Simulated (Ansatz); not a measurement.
A run of Ansatz (development build ahead of 0.2.0) on doublet SiH at this shape:

```yaml
atoms:
  - { symbol: Si, position_ang: [0.0089, -0.0473, -0.1162] }
  - { symbol: H, position_ang: [0.0072, 0.0494, 1.4358] }
```

Its results:

- Converged: yes
- Reference energy: -289.43015 hartree
- Correlation energy: -0.06783 hartree
- Total energy: -289.49799 hartree
- Spin squared of the determinant: 0.770

Task: Which input gives this output? Name the method, the orbitals and the basis set, and write the input.

Result: UHF-MP2 in aug-cc-pVDZ.

```yaml
crystal:
  periodic: [false, false, false]
  atoms:
    - { symbol: Si, position_ang: [0.00893, -0.04732, -0.11616] }
    - { symbol: H, position_ang: [0.00715, 0.04944, 1.43577] }
basis:
  gaussian: { orbitals: aug-cc-pVDZ }
magnetization:
  spin_polarized: true
  initial_magnetization: 1
hamiltonian:
  xc: hf
correlation:
  method: mp2
  frozen_orbitals: { H: 0, Si: 5 }
```
